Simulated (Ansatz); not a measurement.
Ansatz (a program for electronic structure) input:

Ansatz 0.2 input:
```yaml
crystal:
  periodic: [false, false, false]
  atoms:
    - {symbol: C, position_ang: [-0.00000000, -0.00000000, -0.16050164]}
    - {symbol: H, position_ang: [0.00000000, 0.00000000, 0.96300985]}
basis:
  gaussian:
    orbitals: aug-cc-pVDZ
magnetization: {spin_polarized: true, initial_magnetization: 1}
correlation: {method: ccsd_t, electrons: outside_noble_gas}
output: {forces: true}
```

Problem. What final total energy does it print?

Solution. -38.38688 Eh (CCSD(T)/aug-cc-pVDZ). The basis has 32 functions.

The determinant is spin-contaminated: <S^2> is 1.08 against 0.75 for a pure state.
